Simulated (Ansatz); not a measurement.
`C[C@H]1C[C@@H]1Cl` → `C=CCCCl`  (isomerisation)

Gas-phase electronic energies from Ansatz, PBE0-D4/def2-TZVP geometries. CCSD(T)/CBS adds triple-zeta CCSD(T) − MP2 to the extrapolated MP2 energy (def2 sets, frozen cores). DFT in def2-TZVPP. B3LYP here is the variant with VWN-RPA as its local correlation; programs differ in this. Each species was taken in one conformer, which may not be the lowest.

CCSD(T)/CBS gives -6.3 kcal/mol.

Q: Another level gave -5.8 kcal/mol. Which?
A. B3LYP/def2-TZVPP
B. CCSD/def2-TZVPP
C. BLYP-D4/def2-TZVPP
D. revPBE/def2-TZVPP

A: B. CCSD/def2-TZVPP -5.8, revPBE -3.9, BLYP-D4 -8.8, B3LYP -7.1 kcal/mol.

Largest T1 diagnostic among the species: 0.010.

From r2SCAN to r2SCAN0 (25 % exact exchange), in def2-TZVPP and without D4, ΔE moves by +1.1 kcal/mol. Leaving LDA and LC-ωPBE aside and taking each functional with its dispersion term where it has one, the values, not all of them listed here, spread over 7.3 kcal/mol, from BLYP-D4 to PBE-QIDH. LDA lies +3.9 kcal/mol from PBE without D4. At CCSD(T), def2-SVP lies +1.9 kcal/mol from the extrapolated value and def2-TZVPP +0.3 kcal/mol.

CCSD(T)/CBS has its own doubt, a few kJ/mol and more with outer-core shells, so smaller differences from it don't rank the levels.
